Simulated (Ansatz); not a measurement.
# A workflow on C4H9ClO (2-chloroethyl ethyl ether)

Wanted: a series of 8 runs (HF/STO-3G, UHF/STO-3G, HF/3-21G, HF/6-31G*) of C4H9ClO. 

Program for the calculation: Ansatz 0.2.0.

## 1. Starting point

The species is C4H9ClO (15 atoms), meant as a singlet with charge 0. SMILES: `CCOCCCl`. Geometry: relaxed at PBE0-D4/def2-TZVP. This is one conformer, not always the lowest. The run starts from this shape.

Bond lengths: C1–C2 1.507 Å, C2–O3 1.411 Å, O3–C4 1.402 Å, C4–C5 1.517 Å, C5–Cl6 1.780 Å, C1–H7 1.092 Å, C1–H8 1.092 Å, C1–H9 1.092 Å, C2–H10 1.099 Å, C2–H11 1.100 Å, C4–H12 1.098 Å, C4–H13 1.092 Å, C5–H14 1.089 Å, C5–H15 1.089 Å. Some angles: C1–C2–O3 108.5°, C2–O3–C4 114.3°, O3–C4–C5 111.3°, C4–C5–Cl6 109.9°, C1–C2–H10 110.2°, C1–C2–H11 110.7°, O3–C2–H10 110.9°, O3–C2–H11 109.5°, C2–C1–H7 110.6°, C2–C1–H8 110.5°.

## 2. A structure relaxation at HF/STO-3G (start density atoms) (run 1)

Input file molecule.yaml:

```yaml
crystal:
  periodic: [false, false, false]
  atoms:
    - {symbol: C, position_ang: [0.446910, -2.343120, -0.072080]}
    - {symbol: C, position_ang: [0.664010, -0.853380, -0.015630]}
    - {symbol: O, position_ang: [-0.448870, -0.216840, -0.605540]}
    - {symbol: C, position_ang: [-0.352230, 1.181190, -0.659050]}
    - {symbol: C, position_ang: [-0.804940, 1.814990, 0.643150]}
    - {symbol: Cl, position_ang: [-0.701940, 3.587860, 0.523300]}
    - {symbol: H, position_ang: [-0.452990, -2.621690, 0.479450]}
    - {symbol: H, position_ang: [0.331820, -2.674280, -1.105750]}
    - {symbol: H, position_ang: [1.298130, -2.867000, 0.367880]}
    - {symbol: H, position_ang: [0.793480, -0.528730, 1.026570]}
    - {symbol: H, position_ang: [1.577870, -0.572640, -0.559900]}
    - {symbol: H, position_ang: [0.671920, 1.501350, -0.892950]}
    - {symbol: H, position_ang: [-1.001940, 1.520450, -1.469010]}
    - {symbol: H, position_ang: [-0.179950, 1.514470, 1.482950]}
    - {symbol: H, position_ang: [-1.841280, 1.557350, 0.856610]}
basis:
  gaussian:
    orbitals: STO-3G
hamiltonian:
  xc: hf
relax:
  f_tol: 0.002
output: {orbitals: {seedname: orbitals}}
```

Command:

```
$ ansatz run molecule.yaml --threads 1 --pin off --max-ram 3480MiB --events-out events.jsonl --progress --plain --runs-dir runs
```

The log of the run (excerpt; [...] marks lines left out):

```text
Warning: RAYON_NUM_THREADS=1 ignored (pool sized by the plan → 1); use --threads N
[...]
Functional definition: HF
  name "HF"
[...]
642 factors; integrals over basis functions are off by at most 1.4e-5 eV
[...]
mean field -18593.33936691 eV, -683.2926187158 hartree, gradient 9.6e-6 eV, S^2 0.000000; 0 other end points of the search recorded, 0 dependent functions left out
[...]
reference -18593.33936691 eV, -683.2926187158 hartree; 29, 29 occupied and 14, 14 virtual orbitals, 642 factors
relax step   1: F+E_penalty+E_count = -18593.33936691 eV  Δ(F+E_penalty+E_count) = +0.000e0 eV  max|allowed force component| = 1.674e0 eV/Å  Δτ_max = 0.0000 Å  (25 SCF iters, accepted)
[...]
relax step   3: F+E_penalty+E_count = -18593.47269020 eV  Δ(F+E_penalty+E_count) = -8.195e-3 eV  max|allowed force component| = 9.952e-2 eV/Å  Δτ_max = 0.0196 Å  (24 SCF iters, accepted)
[...]
relax step   5: F+E_penalty+E_count = -18593.47350748 eV  Δ(F+E_penalty+E_count) = -6.267e-5 eV  max|allowed force component| = 4.949e-3 eV/Å  Δτ_max = 0.0039 Å  (25 SCF iters, accepted)
[...]
relax step   7: F+E_penalty+E_count = -18593.47358944 eV  Δ(F+E_penalty+E_count) = -3.834e-5 eV  max|allowed force component| = 1.485e-2 eV/Å  Δτ_max = 0.0109 Å  (24 SCF iters, accepted)
[...]
relax step   9: F+E_penalty+E_count = -18593.47362481 eV  Δ(F+E_penalty+E_count) = -8.771e-6 eV  max|allowed force component| = 2.050e-3 eV/Å  Δτ_max = 0.0057 Å  (25 SCF iters, accepted)
[...]
reference -18593.47362840 eV, -683.2975527347 hartree; 29, 29 occupied and 14, 14 virtual orbitals, 642 factors
Total energy: -18593.47362840 eV, -683.2975527347 hartree
Atom 0 at     0.459027    -2.385130    -0.078888 Å, force     0.000503     0.000567     0.000265 eV/Å
Atom 1 at     0.650944    -0.857333    -0.012064 Å, force    -0.000286    -0.000643    -0.000063 eV/Å
Atom 2 at    -0.485829    -0.241034    -0.642222 Å, force    -0.000083     0.000347    -0.000107 eV/Å
Atom 3 at    -0.352693     1.186894    -0.676537 Å, force    -0.000581     0.000471     0.000029 eV/Å
Atom 4 at    -0.795293     1.845004     0.660420 Å, force     0.000701    -0.000942    -0.000017 eV/Å
Atom 5 at    -0.730040     3.652824     0.519936 Å, force    -0.000084     0.000323    -0.000071 eV/Å
Atom 6 at    -0.447530    -2.674559     0.443508 Å, force     0.000109     0.000115    -0.000037 eV/Å
Atom 7 at     0.382064    -2.709859    -1.111842 Å, force     0.000051     0.000108     0.000149 eV/Å
Atom 8 at     1.304184    -2.885829     0.383667 Å, force    -0.000066    -0.000226    -0.000034 eV/Å
Atom 9 at     0.747380    -0.544971     1.034220 Å, force    -0.000020    -0.000166    -0.000022 eV/Å
Atom 10 at     1.577991    -0.574806    -0.525377 Å, force    -0.000051    -0.000201    -0.000032 eV/Å
Atom 11 at     0.668152     1.503744    -0.915258 Å, force    -0.000069    -0.000029     0.000064 eV/Å
Atom 12 at    -1.011864     1.547444    -1.471732 Å, force     0.000096     0.000048    -0.000149 eV/Å
Atom 13 at    -0.144443     1.566048     1.488224 Å, force    -0.000270     0.000044     0.000037 eV/Å
Atom 14 at    -1.822050     1.571542     0.903945 Å, force     0.000049     0.000185    -0.000012 eV/Å
Dipole moment:     0.215334    -0.431971     0.107941 e Å
```

Run time: 16 s. Hardware: 1 thread of Arm Neoverse V2, shared host; peak memory 0.11 GiB.

Step by step:

| step | energy from the first frame kept (eV) | largest force (eV/Å) |
| --- | --- | --- |
| 1 | 0.0000 | 2.2002 |
| 2 | -0.1251 | 0.5905 |
| 3 | -0.1333 | 0.1128 |
| 4 | -0.1341 | 0.0321 |
| 5 | -0.1341 | 0.0064 |
| 6 | -0.1342 | 0.0140 |
| 7 | -0.1342 | 0.0170 |
| 8 | -0.1342 | 0.0090 |
| 9 | -0.1343 | 0.0027 |
| 10 | -0.1343 | 0.0053 |
| 11 | -0.1343 | 0.0012 |

After the run. Bond lengths: C1–C2 1.541 Å, C2–O3 1.438 Å, O3–C4 1.435 Å, C4–C5 1.554 Å, C5–Cl6 1.814 Å, C1–H7 1.086 Å, C1–H8 1.086 Å, C1–H9 1.086 Å, C2–H10 1.096 Å, C2–H11 1.097 Å, C4–H12 1.095 Å, C4–H13 1.094 Å, C5–H14 1.089 Å, C5–H15 1.090 Å. Some angles: C1–C2–O3 107.9°, C2–O3–C4 111.3°, O3–C4–C5 112.0°, C4–C5–Cl6 110.2°, C1–C2–H10 109.6°, C1–C2–H11 109.9°, O3–C2–H10 111.4°, O3–C2–H11 110.6°, C2–C1–H7 110.3°, C2–C1–H8 110.3°.

## 3. The harmonic vibrations at HF/STO-3G (start density atoms) (run 2)

Input file molecule.yaml:

```yaml
basis:
  gaussian:
    orbitals: STO-3G
crystal:
  periodic: [false, false, false]
  atoms:
    - {symbol: C, position_ang: [0.459027, -2.385130, -0.078888]}
    - {symbol: C, position_ang: [0.650944, -0.857333, -0.012064]}
    - {symbol: O, position_ang: [-0.485829, -0.241034, -0.642222]}
    - {symbol: C, position_ang: [-0.352693, 1.186894, -0.676537]}
    - {symbol: C, position_ang: [-0.795293, 1.845004, 0.660420]}
    - {symbol: Cl, position_ang: [-0.730040, 3.652824, 0.519936]}
    - {symbol: H, position_ang: [-0.447530, -2.674559, 0.443508]}
    - {symbol: H, position_ang: [0.382064, -2.709859, -1.111842]}
    - {symbol: H, position_ang: [1.304184, -2.885829, 0.383667]}
    - {symbol: H, position_ang: [0.747380, -0.544971, 1.034220]}
    - {symbol: H, position_ang: [1.577991, -0.574806, -0.525377]}
    - {symbol: H, position_ang: [0.668152, 1.503744, -0.915258]}
    - {symbol: H, position_ang: [-1.011864, 1.547444, -1.471732]}
    - {symbol: H, position_ang: [-0.144443, 1.566048, 1.488224]}
    - {symbol: H, position_ang: [-1.822050, 1.571542, 0.903945]}
hamiltonian:
  xc: hf
phonons:
  temperatures: {t_min: 298.15, t_max: 298.15, t_step: 1}
```

Command:

```
$ ansatz run molecule.yaml --threads 1 --pin off --max-ram 3480MiB --events-out events.jsonl --progress --plain --runs-dir runs
```

The log of the run (excerpt; [...] marks lines left out):

```text
Warning: RAYON_NUM_THREADS=1 ignored (pool sized by the plan → 1); use --threads N
Functional definition: HF
  name "HF"
[...]
641 factors; integrals over basis functions are off by at most 1.6e-5 eV
[...]
mean field -18593.47360878 eV, -683.2975520134 hartree, gradient 6.1e-6 eV, S^2 0.000000; 0 other end points of the search recorded, 0 dependent functions left out
[...]
reference -18593.47360878 eV, -683.2975520134 hartree; 29, 29 occupied and 14, 14 virtual orbitals, 641 factors
[...]
641 factors; integrals over basis functions are off by at most 1.6e-5 eV
[...]
mean field -18593.47334724 eV, -683.2975424022 hartree, gradient 1.5e-6 eV, S^2 0.000000; 0 other end points of the search recorded, 0 dependent functions left out
[...]
reference -18593.47334724 eV, -683.2975424022 hartree; 29, 29 occupied and 14, 14 virtual orbitals, 641 factors
[...]
641 factors; integrals over basis functions are off by at most 1.6e-5 eV
[...]
Atom 5 at    -0.730040     3.652824     0.519936 Å, force    -0.000090     0.000351    -0.000050 eV/Å
Atom 6 at    -0.447530    -2.674559     0.443508 Å, force     0.000129     0.000100    -0.000059 eV/Å
Atom 7 at     0.382064    -2.709859    -1.111842 Å, force     0.000047     0.000099     0.000175 eV/Å
Atom 8 at     1.304184    -2.885829     0.383667 Å, force    -0.000081    -0.000211    -0.000044 eV/Å
Atom 9 at     0.747380    -0.544971     1.034220 Å, force    -0.000015    -0.000167    -0.000022 eV/Å
Atom 10 at     1.577991    -0.574806    -0.525377 Å, force    -0.000020    -0.000212    -0.000020 eV/Å
Atom 11 at     0.668152     1.503744    -0.915258 Å, force    -0.000072    -0.000056     0.000050 eV/Å
Atom 12 at    -1.011864     1.547444    -1.471732 Å, force     0.000088     0.000032    -0.000165 eV/Å
Atom 13 at    -0.144443     1.566048     1.488224 Å, force    -0.000267     0.000041     0.000031 eV/Å
Atom 14 at    -1.822050     1.571542     0.903945 Å, force     0.000082     0.000193    -0.000019 eV/Å
Dipole moment:     0.215333    -0.431971     0.107939 e Å
[...]
```

It took 87 s on 1 thread of Arm Neoverse V2, shared host; peak memory 0.097 GiB.

Run 3 isn't shown in full; the table further down has it.

## 4. The doublet cation: a geometry optimisation at UHF/STO-3G (start density atoms) (run 4)

Edit molecule.yaml of step 3 so:

```diff
@@ -1,4 +1 @@
-basis:
-  gaussian:
-    orbitals: STO-3G
 crystal:
@@ -21,5 +18,11 @@
     - {symbol: H, position_ang: [-1.822050, 1.571542, 0.903945]}
+basis:
+  gaussian:
+    orbitals: STO-3G
+relax: {}
+magnetization:
+  spin_polarized: true
+  initial_magnetization: 1
+total_charge: 1
 hamiltonian:
   xc: hf
-phonons:
-  temperatures: {t_min: 298.15, t_max: 298.15, t_step: 1}
```

Command:

```
$ ansatz run molecule.yaml --threads 1 --pin off --max-ram 3480MiB --events-out events.jsonl --progress --plain --runs-dir runs
```

The log of the run (excerpt; [...] marks lines left out):

```text
Warning: RAYON_NUM_THREADS=1 ignored (pool sized by the plan → 1); use --threads N
[...]
Functional definition: HF
  name "HF"
[...]
637 factors; integrals over basis functions are off by at most 1.7e-5 eV
[...]
mean field -18586.89359576 eV, -683.0557409953 hartree, gradient 2.1e-5 eV, S^2 0.759597; 0 other end points of the search recorded, 0 dependent functions left out
[...]
reference -18586.89359576 eV, -683.0557409953 hartree; 29, 28 occupied and 14, 15 virtual orbitals, 637 factors
relax step   1: F+E_penalty+E_count = -18586.89359576 eV  Δ(F+E_penalty+E_count) = +0.000e0 eV  max|allowed force component| = 4.015e0 eV/Å  Δτ_max = 0.0000 Å  (44 SCF iters, accepted)
[...]
relax step   6: F+E_penalty+E_count = -18587.35842158 eV  Δ(F+E_penalty+E_count) = -7.641e-3 eV  max|allowed force component| = 2.789e-1 eV/Å  Δτ_max = 0.0927 Å  (43 SCF iters, accepted)
[...]
Atom 5 at    -1.094534     3.791573    -0.040023 Å, force    -0.001151    -0.000627     0.001160 eV/Å
Atom 6 at     0.013503    -2.770324     0.824761 Å, force     0.000105    -0.000871    -0.002622 eV/Å
Atom 7 at    -0.410877    -2.601803    -0.896413 Å, force     0.003007    -0.000123     0.002618 eV/Å
Atom 8 at     1.202297    -3.164150    -0.429663 Å, force    -0.002549     0.004069     0.001753 eV/Å
Atom 9 at     1.710342    -0.901113     0.612547 Å, force    -0.001703    -0.000206    -0.000660 eV/Å
Atom 10 at     1.284117    -0.712196    -1.133551 Å, force    -0.000266     0.000499     0.001370 eV/Å
Atom 11 at     0.914187     1.636807     0.007398 Å, force    -0.000729     0.000676    -0.000413 eV/Å
Atom 12 at    -0.293784     1.236928    -1.275465 Å, force    -0.000003     0.001099     0.001320 eV/Å
Atom 13 at    -0.997598     2.093990     1.638830 Å, force     0.000291    -0.000913    -0.002049 eV/Å
Atom 14 at    -2.184980     1.701879     0.360004 Å, force     0.001254    -0.000248     0.000491 eV/Å
Dipole moment:     0.635654    -1.346613    -0.038080 e Å
```

Wall time 32 s (1 thread of Arm Neoverse V2, shared host); peak memory 0.12 GiB.

Step by step:

| step | energy from the first frame kept (eV) | largest force (eV/Å) |
| --- | --- | --- |
| 1 | 0.0000 | 4.4551 |
| 2 | -0.3992 | 1.0569 |
| 3 | -0.4412 | 0.2099 |
| 4 | -0.4492 | 0.1483 |
| 5 | -0.4572 | 0.3329 |
| 6 | -0.4648 | 0.2852 |
| 7 | -0.4809 | 0.0874 |
| 8 | -0.4904 | 0.1017 |
| 9 | -0.4640 | 0.8937 |
| 10 | -0.4913 | 0.3639 |
| 11 | -0.4993 | 0.1938 |
| 12 | -0.5000 | 0.3296 |
| 13 | -0.5065 | 0.0922 |
| 14 | -0.5095 | 0.0191 |
| 15 | -0.5100 | 0.1938 |
| 16 | -0.5122 | 0.0482 |
| 17 | -0.5126 | 0.0071 |
| 18 | -0.5128 | 0.0129 |
| 19 | -0.5129 | 0.0188 |
| 20 | -0.5129 | 0.0080 |

After the run. Bond lengths: C1–C2 1.538 Å, C2–O3 1.511 Å, O3–C4 1.501 Å, C4–C5 1.547 Å, C5–Cl6 1.799 Å, C1–H7 1.087 Å, C1–H8 1.087 Å, C1–H9 1.088 Å, C2–H10 1.100 Å, C2–H11 1.097 Å, C4–H12 1.098 Å, C4–H13 1.099 Å, C5–H14 1.092 Å, C5–H15 1.092 Å. Some angles: C1–C2–O3 108.2°, C2–O3–C4 117.9°, O3–C4–C5 108.4°, C4–C5–Cl6 106.9°, C1–C2–H10 113.4°, C1–C2–H11 114.3°, O3–C2–H10 102.8°, O3–C2–H11 106.5°, C2–C1–H7 110.5°, C2–C1–H8 110.7°.

Runs 5 to 7 aren't shown in full; the table further down has their settings and results.

## 5. The harmonic vibrations at HF/6-31G(d) (Cartesian functions, start density atoms) (run 8)

Input file molecule.yaml:

```yaml
basis:
  gaussian: {orbitals: "6-31G*"}
crystal:
  periodic: [false, false, false]
  atoms:
    - {symbol: C, position_ang: [0.427133, -2.348481, -0.056664]}
    - {symbol: C, position_ang: [0.717113, -0.861026, -0.054070]}
    - {symbol: O, position_ang: [-0.402956, -0.194397, -0.573037]}
    - {symbol: C, position_ang: [-0.315400, 1.195801, -0.639412]}
    - {symbol: C, position_ang: [-0.853363, 1.815682, 0.643632]}
    - {symbol: Cl, position_ang: [-0.784786, 3.605859, 0.550006]}
    - {symbol: H, position_ang: [-0.435994, -2.567712, 0.561493]}
    - {symbol: H, position_ang: [0.219953, -2.689976, -1.064271]}
    - {symbol: H, position_ang: [1.278079, -2.901114, 0.328801]}
    - {symbol: H, position_ang: [0.933540, -0.521345, 0.956858]}
    - {symbol: H, position_ang: [1.590260, -0.641118, -0.665065]}
    - {symbol: H, position_ang: [0.705784, 1.521255, -0.814315]}
    - {symbol: H, position_ang: [-0.918493, 1.520919, -1.476509]}
    - {symbol: H, position_ang: [-0.276139, 1.525023, 1.507032]}
    - {symbol: H, position_ang: [-1.884731, 1.540612, 0.795521]}
hamiltonian: {xc: hf}
phonons: {temperatures: {t_min: 298.15, t_max: 298.15, t_step: 1}}
```

Command:

```
$ ansatz run molecule.yaml --threads 1 --pin off --max-ram 3480MiB --events-out events.jsonl --progress --plain --runs-dir runs
```

The log of the run (excerpt; [...] marks lines left out):

```text
Warning: RAYON_NUM_THREADS=1 ignored (pool sized by the plan → 1); use --threads N
Functional definition: HF
  name "HF"
[...]
1295 factors; integrals over basis functions are off by at most 3.7e-4 eV
[...]
mean field -18804.26603190 eV, -691.0440306830 hartree, gradient 1.2e-5 eV, S^2 0.000000; 0 other end points of the search recorded, 0 dependent functions left out
[...]
reference -18804.26603190 eV, -691.0440306830 hartree; 29, 29 occupied and 83, 83 virtual orbitals, 1295 factors
[...]
1295 factors; integrals over basis functions are off by at most 3.7e-4 eV
[...]
mean field -18804.26583072 eV, -691.0440232897 hartree, gradient 2.2e-6 eV, S^2 0.000000; 0 other end points of the search recorded, 0 dependent functions left out
[...]
reference -18804.26583072 eV, -691.0440232897 hartree; 29, 29 occupied and 83, 83 virtual orbitals, 1295 factors
[...]
Atom 5 at    -0.784786     3.605859     0.550006 Å, force     0.000044    -0.000083    -0.000093 eV/Å
Atom 6 at    -0.435994    -2.567712     0.561493 Å, force     0.000149    -0.000072    -0.000076 eV/Å
Atom 7 at     0.219953    -2.689976    -1.064271 Å, force     0.000098     0.000100     0.000177 eV/Å
Atom 8 at     1.278079    -2.901114     0.328801 Å, force    -0.000068     0.000064    -0.000038 eV/Å
Atom 9 at     0.933540    -0.521345     0.956858 Å, force    -0.000171    -0.000065    -0.000183 eV/Å
Atom 10 at     1.590260    -0.641118    -0.665065 Å, force    -0.000251     0.000067     0.000082 eV/Å
Atom 11 at     0.705784     1.521255    -0.814315 Å, force    -0.000126    -0.000109     0.000020 eV/Å
Atom 12 at    -0.918493     1.520919    -1.476509 Å, force     0.000103    -0.000012    -0.000064 eV/Å
Atom 13 at    -0.276139     1.525023     1.507032 Å, force    -0.000013     0.000052     0.000011 eV/Å
Atom 14 at    -1.884731     1.540612     0.795521 Å, force     0.000092     0.000099    -0.000004 eV/Å
Dipole moment:     0.241237    -0.394330     0.083955 e Å
[...]
```

It took 4.2 min on 1 thread of Arm Neoverse V2, shared host; peak memory 0.25 GiB.

## 6. The series

| run | level | task | walk f tol | partner | energy (Eh) | dipole moment (D) | wall time |
| --- | --- | --- | --- | --- | --- | --- | --- |
| 1 | HF/STO-3G (start density atoms) | optimise | 0.002 | base | -683.297553 | 2.38 | 16 s |
| 2 | HF/STO-3G (start density atoms) | frequencies | – | base | -683.297552 | 2.38 | 87 s |
| 3 | UHF/STO-3G (start density atoms) | energy | – | cation | -683.055724 | – | 0.6 s |
| 4 | UHF/STO-3G (start density atoms) | optimise | – | cation | -683.074591 | – | 32 s |
| 5 | HF/3-21G (start density atoms) | optimise | 0.002 | base | -687.578353 | 2.91 | 14 s |
| 6 | HF/3-21G (start density atoms) | frequencies | – | base | -687.578353 | 2.91 | 98 s |
| 7 | HF/6-31G* (Cartesian functions, start density atoms) | optimise | 0.002 | base | -691.044030 | 2.26 | 41 s |
| 8 | HF/6-31G* (Cartesian functions, start density atoms) | frequencies | – | base | -691.044031 | 2.26 | 4.2 min |

## 7. Summary of results

| quantity | value |
| --- | --- |
| run 8, HF/6-31G*: total energy | -691.04403 Eh |
| run 8, HF/6-31G*: dipole moment | 2.26 D |
| run 8, HF/6-31G*: largest force on an atom | 0.001 eV/Å |
| run 8, HF/6-31G*: lowest harmonic wavenumber | 54 cm⁻¹ |
| run 8, HF/6-31G*: highest harmonic wavenumber | 3361 cm⁻¹ |
| run 8, HF/6-31G*: zero-point energy | 363.3 kJ/mol |
| vertical ionisation energy (to the doublet cation) | 6.580 eV |
| adiabatic ionisation energy (to the doublet cation, no zero-point term) | 6.067 eV |

In words: The vertical ionisation energy comes to 6.58 eV (152 kcal/mol). In a minimal basis such a difference can be off by several eV, whatever the method. The adiabatic ionisation energy (to the doublet cation, no zero-point term) is 6.07 eV (585 kJ/mol). In runs 1, 2, 3, 4 the basis is minimal, so the values are rough. All runs together took 9 min, the longest 4.2 min.
